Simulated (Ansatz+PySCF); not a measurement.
singlet SiH4: levels of theory in one basis

```xyz
5

Si    0.0000    0.0000    0.0000
H     0.8619    0.8619    0.8619
H     0.8619   -0.8619   -0.8619
H    -0.8619    0.8619   -0.8619
H    -0.8619   -0.8619    0.8619
```

Basis set: def2-SVP (spherical functions). Left uncorrelated: 5 orbitals. Charge 0, multiplicity 1.

Computed with Ansatz (development build ahead of 0.2.0); each method stands on the lowest determinant of its kind that the runs found. NEVPT2 correlates all electrons. Active spaces start from the frontier orbitals, and the lowest solution found is given.

| method | E − E(RHF) (eV) | <S²> of the determinant |
| --- | --- | --- |
| RHF | 0.00 | 0.00 |
| RHF-MP2 | -3.14 | – |
| RHF-CCSD | -3.96 | – |
| RHF-CCSD(T) | -4.03 | – |
| CASSCF(8,8) | -1.52 | – |
| CASSCF(2,2) | -0.37 | – |
| SC-NEVPT2(8,8) | -3.47 | – |

(1) What does SC-NEVPT2(2,2) give on the same scale?

(2) Is a single determinant a sound starting point here?

Results:

(1) -3.39 eV. NEVPT2 here correlates all electrons, so it doesn't share the others' frozen core.

(2) By this sign, yes. Unrestricted orbitals gain 0.00 eV and <S²> is 0.00 against 0.00 for a pure state. The CASSCF(8,8) natural occupations are 1.99, 1.98, 1.98, 1.98, 0.03, 0.02, 0.02, 0.02. The CASSCF(2,2) natural occupations are 1.98, 0.02.
